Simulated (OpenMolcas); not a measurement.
## BH3S (SMILES BS): the energy, rung by rung

BH3S has 5 atoms, charge 0, and is taken as a singlet. SMILES: `BS`. Geometry: relaxed at PBE0-D4/def2-TZVP.

```xyz
5

B    -0.3921   -0.4210    0.0881
S     0.1617    1.2369   -0.1543
H    -1.5629   -0.5564    0.2642
H     0.3671   -1.3376    0.0742
H     1.4761    1.0044   -0.3136
```

Quantity: the energy change with the B1–S2 bond stretched from 1.765 to 2.206 Å, in eV. The values are calculated.

```csv
level,kind,program,value (eV),less FCI/STO-3G,CPU time (all runs)
PBE/STO-3G (restricted),GGA,OpenMolcas,1.89,-0.02,7.2 s
r2SCAN/STO-3G (restricted),meta-GGA,OpenMolcas,1.98,+0.07,8.6 s
B3LYP/STO-3G (restricted),global hybrid,OpenMolcas,1.90,-0.01,7.3 s
M06-2X/STO-3G (restricted),hybrid meta-GGA,OpenMolcas,2.06,+0.15,7.6 s
PBE0/STO-3G (restricted),global hybrid,OpenMolcas,2.06,+0.15,6.8 s
CCSD(T)/STO-3G (restricted),coupled cluster or CI,OpenMolcas,1.93,+0.02,3.9 s
CISD/STO-3G (restricted),coupled cluster or CI,OpenMolcas,1.95,+0.04,3.2 s
FCI/STO-3G,exact in the basis,OpenMolcas,1.91,0.00,23 s
```

FCI/STO-3G is exact within its basis and frozen core, so for wave-function methods in that basis the difference is their error; functionals converge differently with the basis, so for them it is only a difference. The first shape isn't each level's own minimum. The values span 1.89 to 2.06 eV. All rows use very small basis sets, so even the best lies far from the true value. Times are those of the runs behind each value, whatever else they computed, on shared processors of several kinds: orders of magnitude only.
